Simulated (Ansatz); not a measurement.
Rock-salt BaTe, treated with rVV10 (Ansatz, a quantum-chemistry and plane-wave program, plane waves, PAW).

Settings: plane-wave cutoff 520 eV, 8×8×8 k mesh, Fermi–Dirac smearing 0.01 eV, scalar-relativistic PAW data made under PBE.

Equation-of-state points:

```tsv
V (Å³/atom)	E − E_lowest (meV/atom)	P (GPa)
41.203	17.24	2.220
42.079	7.38	1.399
42.956	1.78	0.662
43.833	0.00	0.001
44.709	1.65	-0.593
45.586	6.38	-1.126
46.463	13.87	-1.605
```

Estimate the bulk modulus from the pressures at 42.956 and 44.709 Å³/atom, and compare it with a fit to all energies.

B = −V dP/dV. Between V = 42.956 and 44.709 Å³/atom, dP/dV = (-0.593 − (0.662))/(44.709 − 42.956) = -0.716 GPa per Å³/atom; at the midpoint 43.833 Å³/atom this gives B ≈ 31.4 GPa. The third-order Birch–Murnaghan fit gives V0 = 43.834 Å³/atom, B0 = 31.3 GPa, B′ = 4.4, which lies within 1 % of that estimate.

Measured, for comparison: equilibrium volume per atom 43.00 Å³/atom (room temperature, not corrected to a static lattice; as tabulated in Lucero et al. (2012), arXiv:1111.4515). Computed (rounded) less measured: equilibrium volume per atom +1.9 %.

Spin–orbit coupling is not included.

The computed numbers hold no vibrational or temperature effects.
